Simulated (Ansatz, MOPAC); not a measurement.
Molecule: dimethylamine, C$_{2}$H$_{7}$N (charge 0, singlet). SMILES: CNC

Atoms: C1, N2, C3, H4, H5, H6, H7, H8, H9, H10. Bonds: C1-N2, C1-H4, C1-H5, C1-H6, N2-C3, N2-H7, C3-H8, C3-H9, C3-H10.

Bond lengths (Å) and angles (degrees) optimised at PM3 with MOPAC; PM6 with MOPAC; HF/STO-3G with Ansatz (an electronic-structure program); MP2/6-31G* with Ansatz, each started from the B3LYP-D3(BJ)/def2-TZVP structure (Ansatz) of the last column. A row stands for all coordinates that are equal there; 8 of 13 kinds are shown. 6-31G* holds six Cartesian d functions. No wavenumbers were computed at HF/STO-3G, MP2/6-31G*, so these may be saddle points.

```
coordinate    PM3    PM6  HF/STO-3G  MP2/6-31G*  B3LYP-D3(BJ)/def2-TZVP
----------  -----  -----  ---------  ----------  ----------------------
C1-N2       1.474  1.490      1.485       1.458                   1.453
C1-H4       1.101  1.100      1.093       1.104                   1.103
C1-H5       1.097  1.102      1.089       1.093                   1.091
C1-H6       1.098  1.103      1.089       1.094                   1.093
N2-H7       0.998  1.027      1.034       1.018                   1.012
C1-N2-C3    113.4  111.6      111.2       111.7                   113.0
N2-C1-H4    114.1  115.2      113.3       114.1                   113.9
N2-C1-H5    109.1  108.5      109.1       109.5                   109.8
```

Mean signed difference of all 9 bond lengths from B3LYP-D3(BJ)/def2-TZVP: PM3 0.005 Å, PM6 0.014 Å, HF/STO-3G 0.006 Å, MP2/6-31G* 0.003 Å.
